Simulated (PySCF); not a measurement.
# N2H4: fields and orbitals

Aim: take N2H4 and compute its lowest excited states, see where an electron leaves and enters and pull one bond apart with RHF, UHF and CASSCF.

Program: PySCF 2.14.0. Level of theory: levels as typed in each script, gas phase, geometry from GFN2-xTB. These are calculated values, not measurements.

### 1 The system as given

SMILES `NN`, 6 atoms, charge 0, spin multiplicity 1.

Bond lengths: N1–N2 1.466 Å, N1–H3 1.020 Å, N1–H4 1.019 Å, N2–H5 1.020 Å, N2–H6 1.019 Å. Angles: N2–N1–H3 105.6°, N2–N1–H4 105.6°, H3–N1–H4 106.1°, N1–N2–H5 105.6°, N1–N2–H6 105.6°, H5–N2–H6 106.1°.

As a file:

```
N     0.7184    0.0000   -0.1464
N    -0.7184    0.0000    0.1464
H     1.0962    0.8149    0.3359
H     1.0962   -0.8148    0.3359
H    -1.0962    0.8149   -0.3359
H    -1.0962   -0.8148   -0.3359
```

### 2 Excited states (CAM-B3LYP/def2-tzvp)

Input file input.py:

```python
import numpy as np
from pyscf import gto, scf, dft, tdscf
from pyscf.scf import atom_ks, atom_hf
from scipy.linalg import block_diag

def solve(mol, dm0=None, hcore=None):
    mf = (dft.UKS if mol.spin else dft.RKS)(mol, xc='camb3lyp')
    mf.grids.level = 3
    mf = mf.density_fit(auxbasis='def2-universal-jkfit')
    mf.conv_tol, mf.max_cycle = 1e-8, 80
    if hcore is not None:
        mf.get_hcore = lambda *args: hcore
    mf.kernel(dm0)
    if not mf.converged:
        mf = mf.newton().run(mf.mo_coeff, mf.mo_occ, max_cycle=30)
    assert mf.converged, 'SCF not converged'
    return mf

mol = gto.M(atom='''
N      0.71839    -0.00001    -0.14643
N     -0.71839    -0.00001     0.14643
H      1.09620     0.81489     0.33586
H      1.09620    -0.81485     0.33586
H     -1.09620     0.81489    -0.33586
H     -1.09620    -0.81485    -0.33586
''', basis='def2-tzvp', charge=0, spin=0, verbose=4)
mf = solve(mol)
td = mf.TDDFT()
td.nstates, td.singlet, td.conv_tol = 6, True, 1e-5
td.kernel()
td.analyze()
x, y = np.array([p[0] for p in td.xy]), np.array([p[1] + 0 * p[0] for p in td.xy])
f, mu = td.oscillator_strength(), td.transition_dipole()
nto = [td.get_nto(state=i + 1, verbose=4) for i in range(len(td.e))]
# spherically averaged free atoms, for the promolecule
atm = atom_ks.get_atm_nrks(mol, xc='camb3lyp')
pro = block_diag(*[(atm[a[0]][2] * atm[a[0]][3]) @ atm[a[0]][2].T for a in mol._atom])
np.savez('result.npz', e=td.e, f=f, ok=td.converged, w=[n[0] for n in nto], nto=[n[1] for n in nto], x=x, y=y, c=mf.mo_coeff, occ=mf.mo_occ, eps=mf.mo_energy, pro=pro, mu=mu)
```

Command:

```bash
> OMP_NUM_THREADS=1 python input.py
```

### 4 Removing and adding an electron (CAM-B3LYP/def2-svp)

Input file input.py:

```python
import numpy as np
from pyscf import gto, scf, dft
from pyscf.scf import atom_ks, atom_hf
from scipy.linalg import block_diag

def solve(mol, dm0=None, hcore=None):
    mf = (dft.UKS if mol.spin else dft.RKS)(mol, xc='camb3lyp')
    mf.grids.level = 3
    mf = mf.density_fit(auxbasis='def2-universal-jkfit')
    mf.conv_tol, mf.max_cycle = 1e-8, 80
    if hcore is not None:
        mf.get_hcore = lambda *args: hcore
    mf.kernel(dm0)
    if not mf.converged:
        mf = mf.newton().run(mf.mo_coeff, mf.mo_occ, max_cycle=30)
    assert mf.converged, 'SCF not converged'
    return mf

mol = gto.M(atom='''
N      0.71839    -0.00001    -0.14643
N     -0.71839    -0.00001     0.14643
H      1.09620     0.81489     0.33586
H      1.09620    -0.81485     0.33586
H     -1.09620     0.81489    -0.33586
H     -1.09620    -0.81485    -0.33586
''', basis='def2-svp', charge=0, spin=0, verbose=4)
mf = solve(mol)
out = dict(e0=mf.e_tot, dm0=mf.make_rdm1(), c=mf.mo_coeff, occ=mf.mo_occ, eps=mf.mo_energy)
for name, dq, spin in [('cation', 1, 1), ('anion', -1, 1)]:
    ion = mol.copy().set(charge=mol.charge + dq, spin=spin).build()
    mi = solve(ion)
    if spin and dq > 0 and mol.nao < 130:
        c, _, stable, _ = mi.stability(return_status=True)
        if not stable:
            mi = solve(ion, mi.make_rdm1(c, mi.mo_occ))
    print(name, 'vertical energy change / eV', (mi.e_tot - mf.e_tot) * 27.211386)
    out.update({'e_' + name: mi.e_tot, 'dm_' + name: mi.make_rdm1(), 's2_' + name: mi.spin_square()[0], 'eps_' + name: mi.mo_energy, 'occ_' + name: mi.mo_occ})
# spherically averaged free atoms, for the promolecule
atm = atom_ks.get_atm_nrks(mol, xc='camb3lyp')
pro = block_diag(*[(atm[a[0]][2] * atm[a[0]][3]) @ atm[a[0]][2].T for a in mol._atom])
np.savez('result.npz', pro=pro, **out)
```

### 6 Stretching a bond (6-311+g**)

Input file input.py:

```python
import numpy as np
from pyscf import gto, scf, mcscf

mol = gto.M(atom='''
N      0.71839    -0.00001    -0.14643
N     -0.71839    -0.00001     0.14643
H      1.09620     0.81489     0.33586
H      1.09620    -0.81485     0.33586
H     -1.09620     0.81489    -0.33586
H     -1.09620    -0.81485    -0.33586
''', basis='6-311+g**', charge=0, spin=0, verbose=4)
# stretch the bond between atoms 1 and 4, from long to short, fragments rigid
a, b, move = 0, 3, [3]
xyz = mol.atom_coords(unit='Angstrom')
u = xyz[b] - xyz[a]
r0 = np.linalg.norm(u)
rows, last, dm_u = [], None, None
for r in [2.86, 2.24, 1.84, 1.58, 1.38, 1.22, 1.12, 1.02, 0.94]:
    new = xyz.copy()
    new[move] += u / r0 * (r - r0)
    m = mol.set_geom_(new, unit='Angstrom', inplace=False)
    rhf = scf.RHF(m).density_fit(auxbasis='def2-universal-jkfit').run()
    uhf = scf.UHF(m).density_fit(auxbasis='def2-universal-jkfit').newton()
    if dm_u is None:
        c = rhf.mo_coeff
        h = m.nelectron // 2 - 1
        ca, cb = c.copy(), c.copy()
        ca[:, h], cb[:, h] = (c[:, h] + c[:, h + 1]) / 2**.5, (c[:, h] - c[:, h + 1]) / 2**.5
        dm_u = np.array([x[:, :h + 1] @ x[:, :h + 1].T for x in (ca, cb)])
    uhf.kernel(dm0=dm_u)
    for _ in range(3):
        c, _, stable, _ = uhf.stability(return_status=True)
        if stable:
            break
        uhf.kernel(c, uhf.mo_occ)
    dm_u = uhf.make_rdm1()
    mc = mcscf.CASSCF(rhf, 2, 2)
    mc.natorb = True
    mc.fix_spin_(ss=0)
    guess = mcscf.addons.make_natural_orbitals(uhf)[1] if last is None else mcscf.project_init_guess(mc, last.mo_coeff, last.mol)
    mc.kernel(guess)
    last = mc
    act = slice(mc.ncore, mc.ncore + mc.ncas)
    print('r %.3f  RHF %.6f  UHF %.6f  <S^2> %.3f  CASSCF %.6f  occupations' % (r, rhf.e_tot, uhf.e_tot, uhf.spin_square()[0], mc.e_tot), mc.mo_occ[act].round(4))
    rows.append((new, rhf.e_tot, uhf.e_tot, uhf.spin_square()[0], mc.e_tot, mc.mo_occ[act], mc.mo_coeff[:, act], dm_u[0] - dm_u[1], rhf.converged and uhf.converged and mc.converged))
    np.savez('result.npz', **{k: [row[i] for row in rows] for i, k in enumerate('xyz rhf uhf s2 cas occ c spin ok'.split())})
```

(Steps that only read results are left out.)

What does the calculation give? Wanted: lowest singlet excitation; vertical ionisation energy.

**Answer**, as computed:

```
                                                quantity           value
         lowest singlet excitation (CAM-B3LYP/def2-tzvp)         5.21 eV
         vertical ionisation energy (CAM-B3LYP/def2-svp)         8.46 eV
cost of the stretch to 2.9 Å, CASSCF and RHF (6-311+g**)  3.6 and 7.3 eV
```

What this shows: The ionisation energy from two SCF runs, 8.46 eV, lies 1.6 eV above −ε(HOMO) = 6.84 eV of the same level, CAM-B3LYP/def2-svp, since self-interaction lifts this functional's HOMO. RHF rises too steeply at long distance, since it keeps both electrons in one orbital and so mixes in ionic fragments. All values hold at the given geometry, in the gas phase.
